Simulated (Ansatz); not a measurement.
One change: `CN=C(O)O` becomes `OC(O)=NP`.

Ansatz, PBE0-D4/def2-TZVP geometries, multiplicity 1. Each molecule was computed in one conformer, which needn't be the lowest.

```json
{"property": "LUMO energy (PBE/def2-TZVPP) / eV", "`CN=C(O)O`": "-0.20"}
{"property": "HOMO–LUMO gap (PBE0/def2-TZVPP) / eV", "`CN=C(O)O`": "8.03"}
{"property": "size of the dipole moment (PBE/def2-TZVPP) / D", "`CN=C(O)O`": "1.58"}
{"property": "LUMO energy (ωB97M-V/def2-TZVPP) / eV", "`CN=C(O)O`": "2.15"}
{"property": "HOMO energy (ωB97M-V/def2-TZVPP) / eV", "`CN=C(O)O`": "-9.65"}
{"property": "HOMO energy (PBE/def2-TZVPP) / eV", "`CN=C(O)O`": "-6.00"}
```

Q: What does the change do to each property? (Estimate.)

A: Computed: 
```json
{"property": "LUMO energy (PBE/def2-TZVPP) / eV", "`OC(O)=NP`": "-0.85", "shift": "-0.65"}
{"property": "HOMO–LUMO gap (PBE0/def2-TZVPP) / eV", "`OC(O)=NP`": "6.97", "shift": "-1.06"}
{"property": "size of the dipole moment (PBE/def2-TZVPP) / D", "`OC(O)=NP`": "0.81", "shift": "-0.77"}
{"property": "LUMO energy (ωB97M-V/def2-TZVPP) / eV", "`OC(O)=NP`": "1.81", "shift": "-0.34"}
{"property": "HOMO energy (ωB97M-V/def2-TZVPP) / eV", "`OC(O)=NP`": "-9.11", "shift": "0.54"}
{"property": "HOMO energy (PBE/def2-TZVPP) / eV", "`OC(O)=NP`": "-5.68", "shift": "0.32"}
```

With PBE0 the HOMO rises by 0.43 eV and the LUMO falls by 0.63 eV, so the gap narrows by about 1.06 eV. PBE moves the HOMO by 0.32 eV and ωB97M-V by 0.54 eV. Dipoles are sizes alone; their direction can turn.
